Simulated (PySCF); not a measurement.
C4H6N2, SMILES Cc1cc[nH]n1, point group Cs.

Level: PBE0/pcSseg-1 in PySCF (density fitting, grid level 2); geometry and Hessian at that level, cubic constants and property derivatives from steps of ±0.6 along each species' dimensionless normal coordinates, second-order vibrational perturbation theory. The parent has the commonest isotopes.

Equilibrium geometry (Å):

| atom | x | y | z |
| --- | --- | --- | --- |
| C1 | -2.4902 | 0.1854 | 1.4855 |
| C2 | -1.0520 | 0.3348 | 1.1290 |
| C3 | -0.4883 | 0.9050 | -0.0359 |
| C4 | 0.8705 | 0.7922 | 0.1372 |
| N5 | 1.0444 | 0.1921 | 1.3333 |
| N6 | -0.1046 | -0.0947 | 1.9530 |
| H7 | -2.5789 | -0.3019 | 2.4599 |
| H8 | -3.0241 | -0.4217 | 0.7454 |
| H9 | -2.9915 | 1.1587 | 1.5387 |
| H10 | -1.0057 | 1.3375 | -0.8821 |
| H11 | 1.7069 | 1.0856 | -0.4835 |
| H12 | 1.9143 | -0.0488 | 1.7819 |

**Question.** Give the equilibrium and ground-state rotational constants (MHz) of parent; ²H at 7.

**Answer.** 
```
species      Ae      Be      Ce      A0      B0      C0  Δ0 (u Å²)  harmonic ZPE (cm⁻¹)
 parent  9027.3  3546.6  2587.3    8952  3523.5  2569.1     -3.167                21839
²H at 7  8872.3    3395  2493.6  8799.3  3371.9  2476.4     -3.236                21141
```

Δ0 = Ic − Ia − Ib from the ground-state constants.

**Question.** How is the parent's vibrational correction B0 − Be made up?

**Answer.** 
```
axis  harmonic  Coriolis  cubic  total (MHz)
   a      10.3       -35  -50.6        -75.3
   b      2.99     -3.52  -22.5          -23
   c     0.836     -1.42  -17.7        -18.3
```

**Question.** And its quartic centrifugal distortion constants from the harmonic force field?

**Answer.** Asymmetric top, A reduction, Ir representation: ΔJ = 0.242 kHz, ΔJK = 1.5 kHz, ΔK = 0.862 kHz, δJ = 0.0655 kHz, δK = 0.211 kHz.

**Question.** Which nuclear quadrupole couplings χaa, χbb, χcc (MHz) does the parent show, at equilibrium and averaged?

**Answer.** 14N at 5: 2.3, 1.2, -3.5 and 2.3, 1.2, -3.5; 14N at 6: 4.0, -4.7, 0.7 and 4.0, -4.7, 0.7.

A mode lies under 250 cm⁻¹, where this perturbation treatment is rough. Internal rotors are held in one well.
